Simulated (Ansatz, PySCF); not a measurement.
System: C3H5, charge 0, multiplicity 2. It need not be the lowest isomer of its formula. SMILES: C1C[CH]1
Geometry from a B3LYP-D3(BJ)/def2-TZVP (Ansatz, an electronic-structure program) optimisation:
```xyz
8

C      0.0011     0.8829    -0.0327
C      0.7658    -0.3607     0.0513
C     -0.7666    -0.3587     0.0522
H      0.0017     1.6893    -0.7486
H      1.2944    -0.7185    -0.8271
H      1.2504    -0.6199     0.9873
H     -1.2508    -0.6168     0.9889
H     -1.2972    -0.7153    -0.8255
```
Charge 0, spin multiplicity 2.


Wanted: enthalpy of formation at 298 K (from the atomisation energy, B3LYP-D3(BJ)/def2-TZVP harmonic zero-point and thermal terms from PySCF, and the atoms' enthalpies of formation in the G2/97 table; no spin-orbit terms, and no core term in the frozen-core levels), in eV. Valence correlation only, unless marked. Open shells are spin-unrestricted. No spin-orbit coupling. Non-relativistic. The coupled-cluster limit lacks core correlation, which all-electron functionals hold. CBS(X,Y): correlation extrapolated as X^-3; Hartree-Fock from the larger set. The bracket is a focal-point correction in the basis named.

```tsv
level	program	enthalpy of formation at 298 K (eV)	minus last row
revPBE-D3(BJ)/def2-TZVPD	Ansatz + dftd3	2.90	-0.20
r2SCAN-D4/def2-TZVPD	Ansatz + dftd4	2.68	-0.42
PBE0-D4/def2-TZVPD	Ansatz + dftd4	2.51	-0.59
r2SCANh-D4/def2-TZVPD	Ansatz + dftd4	2.82	-0.28
B2PLYP-D4/def2-TZVPD	Ansatz + dftd4	3.29	0.19
MP2/6-31G	Ansatz	7.36	4.26
CCSD(T)/6-31G*	Ansatz	5.71	2.61
CCSD(T)/aug-cc-pVDZ	Ansatz	5.22	2.12
CCSD(T)/cc-pVTZ	Ansatz	3.83	0.73
RI-MP2/CBS(cc-pVTZ,cc-pVQZ)+[CCSD(T)-MP2]/cc-pVTZ	Ansatz	3.10	0.00
```
